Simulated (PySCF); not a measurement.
# C₅H₇F: geometry, spin-spin couplings

What spin-spin couplings should C₅H₇F (`C=C/C(F)=C/C`) show?

Computed with PySCF 2.14.0, with density-fitted response routines of our own, on a single molecule in the gas phase. Atoms are numbered from 0 throughout.

## 1. The starting structure

13 atoms, charge 0, multiplicity 1; geometry from: GFN2-xTB. The atoms were then displaced at random by about 0.01 Å, so the start is not that level's minimum.

Bonds of the start (Å): C0–C1 1.35, C1–C2 1.46, C2–F3 1.35, C2–C4 1.32, C4–C5 1.49, C0–H6 1.08, C0–H7 1.06, C1–H8 1.06, C4–H9 1.06, C5–H10 1.09, C5–H11 1.09, C5–H12 1.09.

## 2. Relaxing the molecule at PBE0-D3(BJ)/def2-SVP

What the job is given:

```
{"job": {"xc": "PBE0", "basis": "def2-SVP", "d3": "d3bj", "grid": 1, "shake": 0.01, "kind": "geom"}, "charge": 0, "multiplicity": 1}
C      2.314150     0.844770     0.999800
C      1.430650     0.622800     0.008020
C      0.110560     0.027440     0.193880
F     -0.140990    -0.272370     1.487700
C     -0.762330    -0.239010    -0.765660
C     -2.102270    -0.841270    -0.537540
H      3.264850     1.313790     0.811770
H      2.072230     0.633540     2.013030
H      1.672810     0.875790    -0.996140
H     -0.497960     0.014350    -1.761590
H     -2.889920    -0.175700    -0.876070
H     -2.253960    -1.058350     0.524620
H     -2.212020    -1.762680    -1.112130
```

Launch:

```
$ OMP_NUM_THREADS=1 python probes_run.py task.json out
```

One launch serves the whole session: the jobs run in the order shown.

**Question.** This job is followed by: B3LYP/cc-pVTZ indirect spin-spin coupling, non-relativistic, gas phase; B3LYP/6-31G* indirect spin-spin coupling, non-relativistic, gas phase. What will the session give for the following? rotational constants (main isotopes); largest coupling of the table (B3LYP/cc-pVTZ); range of J(C2,F3), mean over like pairs.

**Answer**, as computed:

```
                                     quantity                     value
         rotational constants (main isotopes)      9.44, 2.16, 1.78 GHz
largest coupling of the table (B3LYP/cc-pVTZ)  1J(C,F) C2–F3, -309.7 Hz
      range of J(C2,F3), mean over like pairs       -309.7 to -206.6 Hz
```

In words: The optimisation took 7 steps and gained 0.096 eV; among the close pairs (by a distance rule), C4–H9 changed most, from 1.061 to 1.094 Å. No frequency check was run at this level, so the end point may be a saddle. Of the pairs tabulated at B3LYP/cc-pVTZ, C2–F3 couples most strongly (-309.7 Hz; Fermi contact -303.8 Hz). Couplings across rotatable bonds belong to this one conformer; where others are populated, the observed values are averages. The coupling C2–F3, as a mean over pairs of its kind, runs from -309.7 Hz (B3LYP/cc-pVTZ) to -206.6 Hz (B3LYP/6-31G*). Couplings from bases without tight functions are rough.
